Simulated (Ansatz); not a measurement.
## How methods differ on CH2P2 (SMILES P#CP)

CH2P2: 5 atoms, total charge 0, spin state singlet. SMILES: `P#CP`. The coordinates come from a GFN2-xTB relaxation.

```jsonl
{"atom": "P", "x (Å)": "-0.1843", "y (Å)": "-1.5262", "z (Å)": "1.8555"}
{"atom": "C", "x (Å)": "-0.1794", "y (Å)": "-0.4633", "z (Å)": "0.7115"}
{"atom": "P", "x (Å)": "-0.3452", "y (Å)": "0.8380", "z (Å)": "-0.4454"}
{"atom": "H", "x (Å)": "-0.3139", "y (Å)": "0.0252", "z (Å)": "-1.5859"}
{"atom": "H", "x (Å)": "1.0227", "y (Å)": "1.1262", "z (Å)": "-0.5357"}
```

Quantity: the vertical energy of the triplet above the singlet, in eV. The values are calculated.

```json
{"level": "HF/STO-3G", "kind": "Hartree–Fock", "program": "Ansatz", "value (eV)": "2.43", "less FCI/STO-3G": "-1.46", "CPU time (all runs)": "1 s"}
{"level": "SVWN5/STO-3G", "kind": "LDA", "program": "Ansatz", "value (eV)": "4.48", "less FCI/STO-3G": "+0.59", "CPU time (all runs)": "4.6 s"}
{"level": "BLYP/STO-3G", "kind": "GGA", "program": "Ansatz", "value (eV)": "4.25", "less FCI/STO-3G": "+0.36", "CPU time (all runs)": "7.8 s"}
{"level": "revPBE/STO-3G", "kind": "GGA", "program": "Ansatz", "value (eV)": "4.24", "less FCI/STO-3G": "+0.35", "CPU time (all runs)": "8 s"}
{"level": "BHLYP/STO-3G", "kind": "global hybrid", "program": "Ansatz", "value (eV)": "3.68", "less FCI/STO-3G": "-0.21", "CPU time (all runs)": "6 s"}
{"level": "PBE0/STO-3G", "kind": "global hybrid", "program": "Ansatz", "value (eV)": "3.99", "less FCI/STO-3G": "+0.10", "CPU time (all runs)": "6.2 s"}
{"level": "CCSDT(Q)/STO-3G", "kind": "coupled cluster or CI", "program": "Ansatz", "value (eV)": "3.87", "less FCI/STO-3G": "-0.02", "CPU time (all runs)": "4 s"}
{"level": "CCSDTQ/STO-3G", "kind": "coupled cluster or CI", "program": "Ansatz", "value (eV)": "3.88", "less FCI/STO-3G": "-0.01", "CPU time (all runs)": "1.9 min"}
{"level": "FCI/STO-3G", "kind": "exact in the basis", "program": "Ansatz", "value (eV)": "3.89", "less FCI/STO-3G": "0.00", "CPU time (all runs)": "2.6 min"}
```

FCI/STO-3G is exact within its basis and frozen core, so for wave-function methods in that basis the difference is their error; functionals converge differently with the basis, so for them it is only a difference. The values span 2.43 to 4.48 eV. Spin contamination of the reference (⟨S²⟩ at least 0.1 too high) touches HF/STO-3G, CCSDT(Q)/STO-3G, CCSDTQ/STO-3G. All rows use very small basis sets, so none should be taken for the real molecule's value. Times are those of the runs behind each value, whatever else they computed, on shared processors of several kinds: orders of magnitude only.
